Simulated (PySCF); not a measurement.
Molecule: SMILES C1CCOC1, C4H8O.

Geometry:
```json
{"atom": "C1", "x (Å)": "-0.917", "y (Å)": "0.405", "z (Å)": "-0.378"}
{"atom": "C2", "x (Å)": "0.424", "y (Å)": "0.977", "z (Å)": "0.067"}
{"atom": "C3", "x (Å)": "1.314", "y (Å)": "-0.259", "z (Å)": "-0.001"}
{"atom": "O4", "x (Å)": "0.478", "y (Å)": "-1.364", "z (Å)": "0.277"}
{"atom": "C5", "x (Å)": "-0.878", "y (Å)": "-0.971", "z (Å)": "0.275"}
{"atom": "H6", "x (Å)": "-0.944", "y (Å)": "0.308", "z (Å)": "-1.476"}
{"atom": "H7", "x (Å)": "-1.784", "y (Å)": "1.007", "z (Å)": "-0.070"}
{"atom": "H8", "x (Å)": "0.356", "y (Å)": "1.348", "z (Å)": "1.103"}
{"atom": "H9", "x (Å)": "0.786", "y (Å)": "1.803", "z (Å)": "-0.563"}
{"atom": "H10", "x (Å)": "2.143", "y (Å)": "-0.233", "z (Å)": "0.726"}
{"atom": "H11", "x (Å)": "1.759", "y (Å)": "-0.370", "z (Å)": "-1.009"}
{"atom": "H12", "x (Å)": "-1.474", "y (Å)": "-1.726", "z (Å)": "-0.265"}
{"atom": "H13", "x (Å)": "-1.262", "y (Å)": "-0.923", "z (Å)": "1.313"}
```

Geometry PBE0-D3(BJ)/def2-SVP throughout; GIAO in PySCF 2.14, gas phase, one conformer, non-relativistic; equivalent atoms averaged; functional PBE0.

(1) How do the absolute shieldings σ depend on the basis set? (ppm; last column core-seconds on shared hosts with different chips, so compare them loosely)

(2) Which nucleus moves most, in ppm?

(3) Taking the largest basis, pcSseg-2 (292 functions), as the yardstick, rank the others by their worst heavy-atom deviation.

Answers

(1) 
```
    basis set  functions  C3/C5  C1/C2     O4  H10/H11/H12/H13  H6/H7/H8/H9  core-s
       STO-3G         33  176.4  203.0  350.9            30.52        31.41     3.5
        6-31G         61  134.0  171.3  297.5            28.71        30.87     8.7
     pcSseg-0         61  121.7  164.2  312.4            29.10        31.18       4
       6-31G*         86  128.9  166.7  302.8            28.24        30.28     9.4
     def2-SVP        110  128.5  166.9  307.6            27.82        29.87      11
      cc-pVDZ        110  130.2  167.4  301.6            27.67        29.70     8.2
     pcSseg-1        125  114.7  155.3  296.1            27.51        29.64      12
6-311+G(2d,p)        183  117.9  157.6  292.3            27.75        29.74      23
  aug-cc-pVDZ        187  128.7  166.2  299.8            27.53        29.55      17
    def2-TZVP        203  116.5  156.9  293.8            27.74        29.70      26
     IGLO-III        255  112.4  153.6  291.4            27.57        29.58      25
      cc-pVTZ        262  117.7  157.9  292.6            27.57        29.53      27
     pcSseg-2        292  112.0  153.6  292.1            27.47        29.45      19
```

(2) C3/C5 (sp3 CH2 bonded to O): from 112.0 ppm with pcSseg-2 to 176.4 ppm with STO-3G. The smallest spread is 1.96 ppm, at H6/H7/H8/H9. Proton shifts span only some 12 ppm, so a few tenths of a ppm matter as much there as several ppm in carbon.

(3) IGLO-III 0.8 ppm (255 functions), pcSseg-1 4.0 ppm (125 functions), def2-TZVP 4.5 ppm (203 functions), cc-pVTZ 5.7 ppm (262 functions), 6-311+G(2d,p) 5.9 ppm (183 functions), def2-SVP 16.5 ppm (110 functions), aug-cc-pVDZ 16.7 ppm (187 functions), 6-31G* 16.9 ppm (86 functions), cc-pVDZ 18.2 ppm (110 functions), pcSseg-0 20.3 ppm (61 functions), 6-31G 21.9 ppm (61 functions), STO-3G 64.4 ppm (33 functions).

A small basis that lands close on one nucleus may do so by chance; judge by the trend and by all nuclei.
